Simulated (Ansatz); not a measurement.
Process, species as SMILES: [OH] (OH) → [OH-] (an electron is taken up)
B3LYP-D3(BJ)/def2-TZVP geometries, fixed; electronic energies without zero-point terms; positive where energy is released.
Largest species:
```
O
H 1 0.9767
```
Charge 0, spin multiplicity 2.

Basis-set convergence of the adiabatic electron affinity at PBE0 with Ansatz (a quantum-chemistry and plane-wave program). Cartesian d functions, on some or all atoms, in 6-31G**; all else is spherical. The program fits the integrals of some runs and decomposes those of others, by size. Open shells are unrestricted. No added dispersion term, no relativity. Functions are those of the species that has most. Reference: the value in aug-cc-pV5Z, 1.610 eV, itself unsure by roughly 0.006 eV (its mean distance from aug-pcseg-3, aug-cc-pVQZ, def2-QZVPPD). Deviations are taken from unrounded values.

```
basis            functions  adiabatic electron affinity (eV)  minus reference (eV)
---------------  ---------  --------------------------------  --------------------
6-31G                   11                            -0.132                -1.742
pcseg-0                 11                            -0.793                -2.403
def2-SV(P)              16                            -0.215                -1.825
def2-SVP                19                            -0.219                -1.830
6-31G**                 20                            -0.144                -1.754
6-311+G**               28                             1.543                -0.067
aug-pcseg-1             32                             1.677                 0.067
6-311++G(2d,2p)         37                             1.544                -0.067
cc-pVTZ                 44                             0.566                -1.044
def2-TZVPD              49                             1.607                -0.004
def2-QZVPP              87                             1.316                -0.295
pcseg-4                162                             1.559                -0.051
aug-cc-pV5Z            207                             1.610                 0.000
```

The smallest set listed that lies within 0.1 eV of the reference with all its larger relatives (same family, alike in diffuse functions; a set with none counts only in the reference's own line) is 6-311+G** (28 functions, -0.067 eV off). Inside, with no larger relative to test it: pcseg-4. (Relatives not listed, tested too: 6-311++G(3df,3pd) -0.079, def2-TZVPPD 0.000, aug-pcseg-2 0.015, def2-QZVPPD 0.002, aug-pcseg-3 0.010 eV.)
